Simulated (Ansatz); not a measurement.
**Worked example: CH₂, triplet against CH2⁻, doublet**

Geometry (PBE0/def2-TZVPD stationary point of a doublet), kept for both states (CH2⁻, doublet: B1; CH2, triplet: B1):

```xyz
3

C     0.0000   -0.1029    0.0000
H     0.0000    0.6132   -0.8679
H     0.0000    0.6132    0.8679
```

Basis aug-cc-pVTZ; Ansatz 0.2.0. Correlated methods freeze the noble-gas cores. Prefix R: restricted or restricted open-shell reference; prefix U: unrestricted.

Full CI isn't at hand for all of this; UCCSDT(Q) serves as the reference, and is uncertain by the last step of the cluster series or more.

The highest occupied Kohn–Sham level of the anion is positive, up to +1.97 eV, so in those functionals the extra electron is held by the basis alone, which enters their differences from the reference.

| level | E(CH2⁻, doublet) (hartree) | E(CH2, triplet) (hartree) |
| --- | --- | --- |
| UHF | -38.900941 | -38.917522 |
| UMP2 | -39.075220 | -39.037935 |
| UCCSD(T) | -39.100339 | -39.060973 |
| PBE | -39.131725 | -39.086169 |
| B3LYP | -39.197004 | -39.149483 |
| UCCSDT(Q) | -39.101484 | -39.061622 |

**Question.** Give the vertical gap, CH2 triplet less CH2⁻ doublet, at each level in eV (1 hartree = 27.2114 eV), and each error against UCCSDT(Q).

**Answer.** UCCSDT(Q): (-39.061622 − (-39.101484)) × 27.2114 = 1.085 eV (the reference)
B3LYP: (-39.149483 − (-39.197004)) × 27.2114 = 1.293 eV, error 0.208 eV
PBE: (-39.086169 − (-39.131725)) × 27.2114 = 1.240 eV, error 0.155 eV
UCCSD(T): (-39.060973 − (-39.100339)) × 27.2114 = 1.071 eV, error -0.014 eV
UMP2: (-39.037935 − (-39.075220)) × 27.2114 = 1.015 eV, error -0.070 eV
UHF: (-38.917522 − (-38.900941)) × 27.2114 = -0.451 eV, error -1.536 eV

Total energies of functionals can't be set beside those of wave-function methods, since they hold the core's correlation and their own absolute errors; only the differences compare.

The reference still carries a basis error, for a change of charge of the order of 0.1 eV, so smaller errors of functionals can't be ranked.

Each level lands on the state that its own search finds. T1 diagnostics of restricted CCSD: 0.021 and 0.020.
